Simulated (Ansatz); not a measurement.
Results of LDA (Ansatz, an electronic-structure program, plane waves, PAW) for solid CO2 (dry ice).

Run with plane-wave cutoff 520 eV, 6×6×6 k mesh, Fermi–Dirac smearing 0.01 eV, scalar-relativistic PAW data made under PBE.

On both sides of the equilibrium volume: at 12.049 Å³/atom the pressure is 0.36 GPa and the direct gap at Γ 6.850 eV; at 12.541 Å³/atom they are -0.29 GPa and 6.776 eV. The fitted bulk modulus is 16.2 GPa.

### Question
Work out the volume deformation potential of this gap and its pressure coefficient, in two ways.

### Answer
a_V = dE_g/d ln V = (6.776 − 6.850)/ln(12.541/12.049) = -1.85 eV. Since dP = −B d ln V, dE_g/dP = −a_V/B = 114 meV/GPa. Straight from the pressures: (6.850 − 6.776)/(0.36 − (-0.29)) = 114 meV/GPa. At this level and over this range the gap at Γ widens under pressure.
